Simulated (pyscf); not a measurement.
# Four-centre exchange: H₂N–Al(NH₂)–NH₂ (SMILES [NH2][Al]([NH2])[NH2]) + H₂ (SMILES [H][H]) -> NH₃ (SMILES N) + H₂N–AlH–NH₂ (SMILES [NH2][AlH][NH2])

Gas phase, singlet surface, charge 0. Bonds broken: N1–Al2, H11–H12. Bonds formed: N1–H11, Al2–H12. Structures and frequencies: ωB97X-D3(BJ)/def2-SVP in PySCF.

Transition state (Å):

```xyz
12

N      0.3425     1.3718     0.8624
Al    -0.9443     0.0964     0.2557
N     -0.3535    -1.4226    -0.4747
N     -2.4711     0.8752    -0.2398
H      1.3249     1.2658     0.6128
H      0.1298     2.3603     0.9876
H      0.0251    -2.2076     0.0433
H     -0.4626    -1.6731    -1.4513
H     -2.6752     1.8669    -0.1861
H     -3.3143     0.3671    -0.4845
H     -0.1259     0.5028     1.8437
H     -0.7461    -0.2703     2.0632
```

One imaginary mode, 1268i cm⁻¹; descent along it reached the two sides named, in the forms told below.

```tsv
bond	change	reactant side (Å)	saddle	product side
N1–Al2	breaks	1.784	1.911	2.076
H11–H12	breaks	0.763	1.015	2.9
N1–H11	forms	2.588	1.392	1.020
Al2–H12	forms	3.8	1.855	1.608
```

Electronic energies relative to the separated reactants (kJ/mol):

```tsv
level	barrier	reaction energy	reverse barrier
ωB97X-D3(BJ)/def2-TZVP	93.3	+58.4	34.9
PBE/def2-TZVP	72.8	+48.9	23.9
r²SCAN/def2-TZVP	80.1	+60.1	19.9
B3LYP-D3(BJ)/def2-TZVP	91.7	+56.8	34.9
PBE0-D3(BJ)/def2-TZVP	77.8	+51.9	25.9
M06-2X/def2-TZVP	102.2	+71.3	30.9
ωB97M-D3(BJ)/def2-TZVP	94.1	+54.7	39.5
HF/def2-TZVP	144.0	+44.7	99.3
```

With ωB97M-D3(BJ)/def2-TZVP energies and thermal terms (ideal gas, 1 atm, RRHO with modes under 100 cm⁻¹ raised to 100, one conformer, R ln 2 for chiral ones without a mode under 150 cm⁻¹), in kJ/mol:

| T (K) | ΔH‡ | ΔG‡ | ΔH | ΔG |
|---|---|---|---|---|
| 298 | 98.1 | 131.7 | +66.8 | +59.9 |
| 600 | 93.5 | 167.8 | +60.4 | +55.6 |
| 900 | 92.2 | 205.3 | +55.7 | +54.3 |
| 1200 | 92.7 | 243.0 | +52.5 | +54.4 |

On the product side the descent ends in an adduct with a Al–N contact, 94.1 kJ/mol under the separated species and 129.0 kJ/mol under the saddle at ωB97X-D3(BJ)/def2-TZVP. What is counted as broken (Al–N) persists as a longer contact in the product adduct; parting that adduct is a step of its own. At the saddle there is also a short Al–H contact that neither side keeps. One saddle was located; it need not be the lowest between these sides.
